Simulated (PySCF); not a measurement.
Si2, SMILES [Si]=[Si] (connectivity only; charge and spin as stated), neutral, multiplicity 3. Atoms are numbered in the order given.

```xyz
2

Si     0.0000     0.0000    -1.1263
Si     0.0000     0.0000     1.1263
```
Charge 0, spin multiplicity 3.

The structure is a stationary point at PBE0-D3(BJ)/def2-TZVPD.

Level of theory: PBE0-D3(BJ)/def2-TZVPD in PySCF.

Frequencies are harmonic and unscaled.

Task: List the normal modes with their intensities. (Estimate from the structure and the level; the computed values follow.)

Result: 
| mode | ν (cm⁻¹) | IR (km/mol) | moving atoms (share of kinetic energy) |
|---|---|---|---|
| 1 | 520 | 0.0 | Si 100 % |
